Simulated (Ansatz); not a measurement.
in.yaml

```yaml
crystal:
  periodic: [false, false, false]
  atoms:
    - {symbol: Al, position_ang: [-0.059867, 0.000147, -0.132768]}
    - {symbol: H, position_ang: [0.448722, 0.001802, 1.985772]}
    - {symbol: H, position_ang: [-0.317066, -0.008906, 1.956389]}
    - {symbol: H, position_ang: [0.733301, 1.383310, -0.188797]}
    - {symbol: H, position_ang: [0.737612, -1.380129, -0.199290]}
basis:
  gaussian: {orbitals: cc-pVTZ}
total_charge: 1
magnetization: {spin_polarized: true, initial_magnetization: 2}
correlation: {method: ccsd_t, electrons: outside_noble_gas}
```

```sh
$ ansatz run in.yaml --threads 1 --pin off --events-out ev --progress --plain --max-ram 2816MiB --backend cpu
```

Output:

```
512 factors; integrals over basis functions are off by at most 1.1e-3 eV
mean field evaluation 1: about -6632.7634 eV, gradient 8.1e0 eV
mean field evaluation 2: about -6632.7695 eV, gradient 8.1e0 eV
mean field evaluation 4: about -6633.9219 eV, gradient 1.1e0 eV
mean field evaluation 8: about -6633.9523 eV, gradient 9.9e-4 eV
mean field evaluation 16: about -6633.9139 eV, gradient 1.1e0 eV
mean field evaluation 32: about -6631.2850 eV, gradient 2.1e-1 eV
mean field evaluation 64: about -6630.3666 eV, gradient 2.1e-1 eV
mean field -6633.95227516 eV, -243.7932494579 hartree, gradient 1.9e-6 eV, S^2 2.071701; 3 other end points of the search recorded, 0 dependent functions left out
determinant -6633.95227516 eV, -243.7932494579 hartree, with singles and doubles -6636.88355397 eV, -243.9009719672 hartree
determinant -6631.28524616 eV, -243.6952379499 hartree, with singles and doubles -6634.67536285 eV, -243.8198224404 hartree
determinant -6633.95227516 eV, -243.7932494579 hartree, with singles and doubles -6636.79091601 eV, -243.8975675850 hartree
5 core orbitals not correlated: weight in the atoms' cores, before any rotation towards them, 1.000 or more for the frozen orbitals, at most 0.000 for the correlated occupied ones
reference -6633.95227516 eV, -243.7932494579 hartree; 4, 2 occupied and 81, 83 virtual orbitals, 512 factors
second order -2.10400207 eV of doubles, -0.00000000 eV of singles
cycle   1  -2.83880209 eV  change   -1.6e-4 eV  update   6.8e-4
cycle   2  -2.83902332 eV  change   -2.2e-4 eV  update   4.6e-4
cycle   3  -2.83908133 eV  change   -5.8e-5 eV  update   2.0e-4
cycle   4  -2.83903874 eV  change    4.3e-5 eV  update   8.3e-5
cycle   5  -2.83910061 eV  change   -6.2e-5 eV  update   3.3e-5
cycle   6  -2.83913962 eV  change   -3.9e-5 eV  update   1.4e-5
cycle   7  -2.83914115 eV  change   -1.5e-6 eV  update   6.1e-6
cycle   8  -2.83913109 eV  change    1.0e-5 eV  update   2.7e-6
cycle   9  -2.83912882 eV  change    2.3e-6 eV  update   8.8e-7
perturbative correction -0.05709987 eV, -0.0020983816 hartree
Total energy: -6636.84850385 eV, -243.8996838991 hartree
```

For the same geometry and basis UCCSDT(Q) lies 20.0 meV lower.

Ran on 1 thread of AMD EPYC 7R13, shared host: 7.5 s wall, 0.46 GiB peak host memory.
